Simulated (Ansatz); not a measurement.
Molecule: C3H9O (charge +1, singlet). It need not be the lowest isomer of its formula. 
Coordinates optimised at B3LYP-D3(BJ)/def2-TZVP (Ansatz, a program for electronic structure):
SMILES: CC[OH+]C
```xyz
13

O      0.0650    -0.6860     0.0573
C     -0.0329     0.8344     0.0307
C      1.4215    -1.2871    -0.0153
C     -1.4837     1.2103     0.0017
H      0.4773     1.1213     0.9460
H      0.5293     1.1536    -0.8453
H      1.2777    -2.3604     0.0577
H      1.8903    -0.9930    -0.9510
H      1.9550    -0.9047     0.8481
H     -1.9770     0.8731    -0.9122
H     -2.0156     0.8331     0.8743
H     -1.5441     2.3005     0.0147
H     -0.5425    -1.0807    -0.5933
```
Charge +1, spin multiplicity 1.

Basis-set convergence of Hartree-Fock and MP2 correlation energies (hartree) with Ansatz. Correlated levels leave the core frozen unless marked. Spin-orbit coupling is left out. No relativistic terms.

| basis | functions | E(HF) | E(corr, MP2) |
|---|---|---|---|
| cc-pVDZ | 101 | -193.44715 | -0.61497 |
| cc-pVTZ | 246 | (withheld) | (withheld) |

Task: Complete the blanks.

Result: 
- cc-pVTZ, E(HF): -193.50845
- cc-pVTZ, E(corr, MP2): -0.76266
